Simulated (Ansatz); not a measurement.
Worked example: Ge–PH₂⁺, triplet against Ge–PH$_{2}$, quartet

Geometry (PBE0/def2-TZVP stationary point of a quartet), kept for both states (Ge–PH2, quartet: B2; Ge–PH2⁺, triplet: A2):

```xyz
4

Ge    0.0000    0.0000    0.8205
P     0.0000    0.0000   -1.7495
H     0.0000    1.0658   -2.6836
H     0.0000   -1.0658   -2.6836
```

Basis cc-pVDZ; Ansatz 0.2.0. Correlated methods freeze the noble-gas cores and the filled d shells of p-block atoms. R marks a restricted (for open shells ROHF) determinant, U an unrestricted one. No spin–orbit coupling is included, and no scalar relativity.

Full CI isn't at hand for all of this; UCCSDT(Q) serves as the reference, and is uncertain by about the last step of the cluster series.

| level | E(Ge–PH2, quartet) (hartree) | E(Ge–PH2⁺, triplet) (hartree) |
| --- | --- | --- |
| UHF | -2417.161127 | -2416.932992 |
| UMP2 | -2417.317399 | -2417.080554 |
| UCCSD(T) | -2417.361786 | -2417.124916 |
| PBE | -2418.929422 | -2418.687956 |
| wB97M-V | -2419.259879 | -2419.020148 |
| UCCSDT(Q) | -2417.363271 | -2417.126454 |

Question: Give the vertical gap, Ge–PH2⁺ triplet less Ge–PH2 quartet, at each level in eV (1 hartree = 27.2114 eV), and each error against UCCSDT(Q).

Answer: UCCSDT(Q): (-2417.126454 − (-2417.363271)) × 27.2114 = 6.444 eV (the reference)
wB97M-V: (-2419.020148 − (-2419.259879)) × 27.2114 = 6.523 eV, error 0.079 eV
PBE: (-2418.687956 − (-2418.929422)) × 27.2114 = 6.571 eV, error 0.127 eV
UCCSD(T): (-2417.124916 − (-2417.361786)) × 27.2114 = 6.446 eV, error 0.002 eV
UMP2: (-2417.080554 − (-2417.317399)) × 27.2114 = 6.445 eV, error 0.001 eV
UHF: (-2416.932992 − (-2417.161127)) × 27.2114 = 6.208 eV, error -0.236 eV

Total energies of functionals can't be set beside those of wave-function methods, since they hold the core's correlation and their own absolute errors; only the differences compare.

In so small a basis the reference is far from its limit while semilocal and hybrid functionals are nearer theirs, so the functionals' errors here hold much of the reference's basis and frozen-core error, which can add to them or hide them.

Each level lands on the state that its own search finds. T1 diagnostics of restricted CCSD: 0.019 and 0.020.
